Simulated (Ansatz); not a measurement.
# C₃H₅NO₂: up Jacob's ladder to CCSD(T)

An exercise on one series of results from a longer session: the logs are not shown, and one member is left open.

The runs use Ansatz 0.2.0, Gaussian basis; functionals in def2-TZVPP, the program's frozen cores in correlated methods.

Levels to be run: PBE-D4, r2SCAN-D4, PBE0-D4, B3LYP-D4, ωB97X-V, ωB97M-V, B2PLYP; CCSD(T)/def2-TZVPP; MP2/def2-QZVPP; extrapolation to the limit.

## The geometry

An earlier PBE0-D4 in a triple-zeta def2 set relaxation fixed the geometry.

11 atoms, charge 0, spin multiplicity 1.

Atoms are counted from 1 here; the program's logs count them from 0.

Bond lengths: C1–C2 1.480 Å, C1–H7 1.094 Å, C1–H8 1.089 Å, C1–H9 1.095 Å, C2–N3 1.266 Å, C2–H10 1.097 Å, N3–C4 1.397 Å, C4–O5 1.203 Å, C4–O6 1.338 Å, O6–H11 0.966 Å. Angles: C2–C1–H7 110.0°, C2–C1–H8 111.0°, C2–C1–H9 109.6°, H7–C1–H8 109.8°, H7–C1–H9 106.4°, H8–C1–H9 109.9°, C1–C2–N3 122.1°, C1–C2–H10 117.3°, N3–C2–H10 120.6°, C2–N3–C4 116.5°, N3–C4–O5 126.2°, N3–C4–O6 110.1°, O5–C4–O6 123.6°, C4–O6–H11 106.2°.

Coordinates:

```xyz
11
C3H5NO2
C     1.2144   -0.6340    1.4528
C     0.5870   -0.0700    0.2370
N    -0.6510   -0.1937    0.0003
C    -1.1062    0.3169   -1.2178
O    -0.5711    0.1869   -2.2879
O    -2.2776    0.9396   -1.0464
H     1.6767    0.1649    2.0409
H     0.4816   -1.1616    2.0610
H     2.0222   -1.3154    1.1674
H     1.2400    0.4629   -0.4658
H    -2.5505    1.2466   -1.9208
```

Set-up of the first run:

in.yaml reads:

```yaml
crystal:
  periodic: [false, false, false]
  atoms:
    - {symbol: C, position_ang: [1.214394, -0.634010, 1.452822]}
    - {symbol: C, position_ang: [0.587042, -0.070045, 0.237004]}
    - {symbol: N, position_ang: [-0.650956, -0.193708, 0.000254]}
    - {symbol: C, position_ang: [-1.106221, 0.316915, -1.217818]}
    - {symbol: O, position_ang: [-0.571146, 0.186912, -2.287946]}
    - {symbol: O, position_ang: [-2.277640, 0.939570, -1.046356]}
    - {symbol: H, position_ang: [1.676734, 0.164852, 2.040889]}
    - {symbol: H, position_ang: [0.481606, -1.161583, 2.060971]}
    - {symbol: H, position_ang: [2.022201, -1.315419, 1.167392]}
    - {symbol: H, position_ang: [1.239971, 0.462932, -0.465760]}
    - {symbol: H, position_ang: [-2.550486, 1.246585, -1.920754]}
basis:
  gaussian: {orbitals: def2-TZVPP}
hamiltonian: {xc: pbe, dispersion: d4}
output: {forces: true, orbitals: {seedname: orbitals}}
```

On the command line:

```sh
ansatz run in.yaml --threads 4 --pin off --events-out ev --progress --plain --max-ram 10444MiB
```

Steps of the session up to this table: PBE-D4 (GGA); r2SCAN-D4 (meta-GGA); PBE0-D4 (hybrid); B3LYP-D4 (hybrid); ωB97X-V (range-separated); ωB97M-V (range-separated); B2PLYP (double hybrid); CCSD(T) in def2-TZVPP; MP2 in def2-QZVPP.

One of the session's tables, all rows but one given; the rest of the session is left out.

It belongs to the step «Atomisation energies». 

| method | atomisation energy (eV) |
| --- | --- |
| PBE-D4 | 50.853 |
| r2SCAN-D4 | 49.007 |
| PBE0-D4 | 49.198 |
| B3LYP-D4 | ? |
| ωB97X-V | 48.931 |
| ωB97M-V | 49.012 |
| B2PLYP | 48.399 |
| HF/def2-TZVPP | 33.286 |
| MP2/def2-TZVPP | 48.674 |
| CCSD/def2-TZVPP | 46.257 |
| CCSD(T)/def2-TZVPP | 47.274 |
| MP2/CBS | 50.068 |
| CCSD(T)/CBS | 48.669 |

**Question.** Estimate the row for B3LYP-D4.

The run gave: atomisation energy (eV): 48.880. In the column «atomisation energy (eV)» it lies between MP2/def2-TZVPP (48.674) and ωB97X-V (48.931).
